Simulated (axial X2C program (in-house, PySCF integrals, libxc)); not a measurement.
# Worked dissociation energy of CO: CCSD(T), spin-free

All values were computed with an axial X2C code built on PySCF integrals. Spin-free means the one-electron spin-free X2C Hamiltonian. Basis: O dyall-av3z [7s6p3d2f], C dyall-v3z [7s6p2d1f] (cores contracted in-house); Gaussian nuclei, density fitting, unrestricted open shells. Masses: O 15.995 u, C 12.000 u.

Molecular state: M_S = 0, Λ = 0 (closed shell).

Correlated methods: 10 electrons correlated (number of frozen shells: O 1 s; C 1 s), 172 virtual spin orbitals or spinors in MP2, 88 natural virtuals in coupled cluster.

```
E(O) (2M_S = 2, M_L = 0) : -75.041343 hartree
E(C) (2M_S = 2, M_L = 1) : -37.799364 hartree
E(CO) at Re              : -113.242844 hartree
ωe                       : 2145.9 cm⁻¹
ωexe                     : 13 cm⁻¹
```

Task: Work out De and D0.

Result: De = -75.041343 + (-37.799364) − (-113.242844) = 0.40214 hartree = 10.943 eV. The zero-point energy is ωe/2 − ωexe/4 = 1070 cm⁻¹ = 0.133 eV, so D0 = 10.810 eV.

The state is one determinant whose occupation by symmetry is held fixed; it was picked as the lowest of a PBE0 search that is not exhaustive. Closed shells are restricted here (equal orbitals for both partners); the stretched side of such a curve lies too high. De is counted from the lowest determinant-based energies of the atoms at the same level, without counterpoise correction. CCSD and (T) use frozen natural virtuals with an MP2 correction for the truncation; (T) itself is uncorrected, so its De runs slightly low.

Each atomic determinant is the lowest at this level and need not be a pure term. Totals compare only within one Hamiltonian and basis.
